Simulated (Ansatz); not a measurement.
Results of LDA (PAW; Ansatz, a first-principles code) for 1T (CdI2-type) CdI₂.

Settings: plane-wave cutoff 520 eV, 12×12×6 k mesh (along the axes of the cell as run), Fermi–Dirac smearing 0.01 eV, scalar-relativistic PAW data made under PBE.

A third-order Birch–Murnaghan fit to the energies gives V0 = 33.329 Å³/atom, B0 = 18.9 GPa, B′ = 11.7.

```json
[
 {"V (Å³/atom)": "31.999", "P (GPa)": "?"},
 {"V (Å³/atom)": "32.665", "P (GPa)": "0.427"},
 {"V (Å³/atom)": "33.332", "P (GPa)": "0.000"},
 {"V (Å³/atom)": "33.999", "P (GPa)": "?"},
 {"V (Å³/atom)": "34.665", "P (GPa)": "-0.582"}
]
```

Task: Estimate the withheld pressures from this fit; the answers are the runs' own values.

Result: 
- 31.999, P (GPa): 0.962
- 33.999, P (GPa): -0.335

The formula P = (3/2) B0 (x^(7/3) − x^(5/3)) [1 + (3/4)(B′ − 4)(x^(2/3) − 1)] with x = V0/V meets the computed pressures within 0.01 GPa when these rounded values are put in.

Shape and atoms are relaxed at each volume.

Note: the bulk modulus comes from volumes at which shape and atoms were relaxed.

Spin–orbit coupling is not included.

Static lattice: no zero-point or thermal effects.
